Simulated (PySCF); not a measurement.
PySCF input (M06-2X/6-311+G**):

```python
from pyscf import gto, dft

mol = gto.M(
    atom='''
    C    -0.05249934    0.66361634   -0.00082491
    O    -0.03987542   -0.75703536    0.00178984
    H    -1.09784462    0.96908472    0.00748358
    H     0.87401456   -1.05773522   -0.00540936
    H     0.43649641    1.08332517    0.88540014
    H     0.42133308    1.07991017   -0.89684359
    ''',
    basis='6-311+g**',
    charge=0,
    spin=0,
    verbose=4,
)

mf = dft.RKS(mol, xc='m062x')
mf.grids.level = 4
mf.conv_tol = 1e-9
mf.max_cycle = 100
mf.max_memory = 1500
mf.kernel()
if not mf.converged:
    mf = mf.newton()
    mf.kernel(mf.make_rdm1())
mf.dip_moment()
```

### Question
Predict the final energy.

### Answer
-115.70421 Eh.
